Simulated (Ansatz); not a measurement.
Cartesian coordinates (Å):
SMILES: [SiH4]
```xyz
5

Si     0.0000     0.0000     0.0000
H      0.2196     1.2949    -0.6766
H     -0.7616    -0.8986    -0.8917
H      1.3042    -0.6150     0.3218
H     -0.7623     0.2187     1.2465
```
Charge 0, multiplicity 1.

The numbers are results of frozen-core CCSD(T)/cc-pVTZ // CAM-B3LYP-D3(BJ)/def2-TZVP (Ansatz, an electronic-structure program), not measurements.

The HF energy comes out as -291.26057 Ha and the MP2 correlation energy is -0.14320 Ha.

Problem. Estimate the CCSD correlation energy, the (T) correction, the total energy and the T1 diagnostic.

Solution. 
```yaml
CCSD correlation energy: -0.17293 Ha
"(T) correction": -0.00381 Ha
CCSD(T) total energy: -291.43731 Ha
T1 diagnostic: 0.011
```
